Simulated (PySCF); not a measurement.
fluoromethane (CH3F), SMILES CF. Atoms are numbered in the order given.

```xyz
5

C      0.0000     0.0000     0.6360
F      0.0000     0.0000    -0.7533
H      0.8942    -0.5163     0.9879
H      0.0000     1.0325     0.9879
H     -0.8942    -0.5163     0.9879
```

The structure is a stationary point at B3LYP-D3(BJ)/def2-TZVP.

Two levels are set side by side: PBE/pcSseg-2 (PySCF) and HF/pcSseg-2 (PySCF). GIAO shifts against CFCl3 (¹⁹F), TMS (¹H), TMS (¹³C) at the same level; non-relativistic, no solvent, atoms listed together averaged. Differences are taken from unrounded values.

```json
[
 {"quantity": "δ(¹³C) of C1 (ppm)", "HF": "70.0", "PBE": "79.0", "PBE minus HF": "9.0"},
 {"quantity": "δ(¹⁹F) of F2 (ppm)", "HF": "-245.6", "PBE": "-323.6", "PBE minus HF": "-78.1"},
 {"quantity": "δ(¹H) of H3, H4, H5 (ppm)", "HF": "4.18", "PBE": "4.51", "PBE minus HF": "0.33"}
]
```

Rough cost on one machine, each run with all the roots and properties that it gave: HF against PBE within a factor of 2.
